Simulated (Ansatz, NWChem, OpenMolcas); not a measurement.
# A ladder of methods for CH2F2 (SMILES FCF)

The species is CH2F2 (5 atoms), meant as a singlet with charge 0. As SMILES, `FCF`. The coordinates come from a PBE0-D4/def2-TZVP relaxation.

Quantity: the HOMO–LUMO gap, in eV. The values are calculated.

```json
{"level": "HF/aug-cc-pVDZ", "kind": "Hartree–Fock", "program": "NWChem", "value (eV)": "15.50", "CPU time": "12 s"}
{"level": "TPSS/aug-cc-pVDZ", "kind": "meta-GGA", "program": "OpenMolcas", "value (eV)": "7.99", "CPU time": "35 s"}
{"level": "B3LYP/aug-cc-pVDZ", "kind": "global hybrid", "program": "Ansatz", "value (eV)": "9.48", "CPU time": "5.2 s"}
{"level": "M06-2X/aug-cc-pVDZ", "kind": "hybrid meta-GGA", "program": "NWChem", "value (eV)": "11.59", "CPU time": "25 s"}
{"level": "r2SCAN0/aug-cc-pVDZ", "kind": "hybrid meta-GGA", "program": "Ansatz", "value (eV)": "10.68", "CPU time": "8.5 s"}
{"level": "HSE06/aug-cc-pVDZ", "kind": "range-separated hybrid", "program": "Ansatz", "value (eV)": "9.33", "CPU time": "5.8 s"}
{"level": "wB97M-V/aug-cc-pVDZ", "kind": "range-separated hybrid", "program": "Ansatz", "value (eV)": "12.88", "CPU time": "35 s"}
{"level": "wB97X/aug-cc-pVDZ", "kind": "range-separated hybrid", "program": "Ansatz", "value (eV)": "13.66", "CPU time": "13 s"}
```

The values span 7.99 to 15.50 eV. Orbital gaps aren't excitation energies; they tend to grow with the share of exact exchange. CPU times are rough (shared hosts, several kinds of processor): they show what a rung costs within a factor of a few.
